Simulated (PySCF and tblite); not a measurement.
Results of a calculation; reference values are marked as such.
C3H5Cl, numbered as in [CH2:1]=[CH:2][CH2:3][Cl:4]. Conformers came from 90 starts (ETKDG and KDG, MMFF94s, GFN2-xTB); geometries are PBE0-D3(BJ)/def2-SVP. Energies: PBE0-D3(BJ)/def2-TZVP, with GFN2-xTB thermal terms (modes under about 100 cm⁻¹ blended into free rotors). Symmetry numbers and mirror images are counted. Conformers within 4 kcal/mol (GFN2-xTB free energy) were kept, 5 at most. GIAO shieldings: PBE0/pcSseg-1. Shifts are against TMS (¹H), TMS (¹³C) at the same level; of two unlike H on one atom, a is the less shielded. (PySCF 2.14, tblite 0.8.)

Torsions listed: C1–C2–C3–Cl4. Of a mirror pair one member is shown.

```json
{"conformer": "1", "shape": "120°", "point group": "C1", "mirror pair": "yes", "ΔE(DFT)": "0.00", "Δ(G−E) at 273.15 K": "0.00", "δ H1a (ppm)": "5.52"}
{"conformer": "2", "shape": "0°", "point group": "Cs", "mirror pair": "no", "ΔE(DFT)": "0.39", "Δ(G−E) at 273.15 K": "-0.17", "δ H1a (ppm)": "6.01"}
```

Energies in kcal/mol; the thermal term leaves out symmetry numbers and mirror images.

Problem. Work out the weights at 273.15 K and the ¹H shift of H1a under fast exchange.

Solution. RT = 0.543 kcal/mol. Each conformer gets RT ln(σ/g), with σ the rotational symmetry number and g = 2 for a mirror pair: 1: σ = 1, g = 2, G = 0.00 + 0.00 − 0.38 = -0.38, 0.00 above the lowest, exp(−ΔG/RT) = 1.000; 2: σ = 1, g = 1, G = 0.39 − 0.17 + 0.00 = 0.21, 0.59 above the lowest, exp(−ΔG/RT) = 0.339. The sum is 1.339, so the weights are 74.7, 25.3 %. The averaged shift is 5.65 ppm. At 298.15 K it is 5.65 ppm. At 298.15 K the leading conformer alone gives 5.52 ppm and bare DFT energies give 5.69 ppm.
